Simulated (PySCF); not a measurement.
Compound: C4H5NS.
SMILES with atom numbers: `[CH3:1][C:2](=[S:3])[CH2:4][C:5]#[N:6]` (hydrogens: H7, H8, H9 on C1; H10, H11 on C4)

Cartesian coordinates in Å at the PBE0-D3(BJ)/def2-SVP level; atoms count from 1:
```xyz
11
C4H5NS angstrom
C     -1.327   -0.524    0.144
C     -0.410    0.423    0.841
S     -0.685    1.024    2.321
C      0.819    0.863    0.060
C      1.432   -0.187   -0.743
N      1.903   -1.035   -1.374
H     -0.813   -1.486   -0.025
H     -2.238   -0.694    0.729
H     -1.589   -0.142   -0.858
H      0.508    1.677   -0.622
H      1.561    1.293    0.748
```

Computed, not measured: core-valence-separated Tamm–Dancoff BHandHLYP/aug-pcX-1 (pcseg-1 on H, def2-SVPD on S) in PySCF, non-relativistic, gas phase, PBE0-D3(BJ)/def2-SVP geometry. No empirical shift is added; at this level the pattern usually sits a few eV under experiment.

Task: Give energies, oscillator strengths and core holes at the C K edge.

Result: 
| E (eV) | f | core hole on | main final orbital | polarisation |
| --- | --- | --- | --- | --- |
| 282.20 | 0.0767 | C2 | LUMO (93 %) | normal to the local trigonal plane |
| 283.56 | 0.0001 | C1 | LUMO (98 %) | – |
| 283.98 | 0.0610 | C5 | spread | across the triple bond |
| 284.12 | 0.0648 | C5 | spread | across the triple bond |
| 284.92 | 0.0003 | C4 | LUMO (98 %) | – |
| 285.58 | 0.0037 | C5 | LUMO (93 %) | mixed |
| 285.97 | 0.0100 | C1 | LUMO+1 (62 %) | – |
| 286.73 | 0.0347 | C1 | spread | – |
| 286.80 | 0.0170 | C4 | LUMO+1 (50 %) | – |
| 286.87 | 0.0340 | C1 | spread | – |
| 287.07 | 0.0172 | C4 | LUMO+4 (37 %) | – |
| 287.09 | 0.0009 | C5 | LUMO+1 (68 %) | – |
| 287.19 | 0.0033 | C1 | LUMO+2 (47 %) | – |
| 287.63 | 0.0120 | C1 | LUMO+5 (35 %) | – |
| 287.64 | 0.0017 | C4 | LUMO+3 (32 %) | – |
| 287.90 | 0.0025 | C1 | LUMO+3 (31 %) | – |
| 288.07 | 0.0046 | C1 | LUMO+8 (41 %) | – |
| 288.32 | 0.0049 | C1 | LUMO+4 (41 %) | – |
| 288.45 | 0.0194 | C4 | spread | – |

The first line with a tenth or more of the strongest one's intensity is at 282.20 eV (f = 0.077), with the hole on C2 (thiocarbonyl carbon), polarised normal to the local trigonal plane: a 1s→π* resonance. It is also the strongest listed.

Task: Give energies, oscillator strengths and core holes at the N K edge.

Result: 
| E (eV) | f | core hole on | main final orbital | polarisation |
| --- | --- | --- | --- | --- |
| 397.20 | 0.0631 | N6 | spread | across the triple bond |
| 397.44 | 0.0631 | N6 | spread | across the triple bond |
| 399.84 | 0.0010 | N6 | LUMO (96 %) | – |
| 401.05 | 0.0004 | N6 | LUMO+1 (66 %) | – |
| 402.19 | 0.0019 | N6 | LUMO+2 (73 %) | mixed |
| 402.34 | 0.0016 | N6 | spread | mixed |
| 402.53 | 0.0013 | N6 | spread | mixed |

The first line with a tenth or more of the strongest one's intensity is at 397.20 eV (f = 0.063), with the hole on N6 (nitrile nitrogen), polarised across the triple bond: a 1s→π* resonance. It is also the strongest listed.

Roots within 0.03 eV whose holes lie on the same, on equivalent or on shared atoms are summed into one line, and the highest roots are left out, as the search may have cut off their partners. Final orbitals are the ground state's empty Kohn–Sham orbitals. A dash: too weak, shared between unlike atoms, or no plane or axis to refer to.

Task: What length of transition dipole belongs to the line at 287.63 eV?

Result: From f = (2/3) ΔE |μ|² in atomic units, with ΔE = 10.570 Eh and f = 0.0120: |μ| = 0.041 au = 0.10 D.

The list ends where the root search ended, not at a threshold.

On one thread of an Arm Neoverse V2, on a shared host, this took 15 s wall.

One conformer stands for the species.
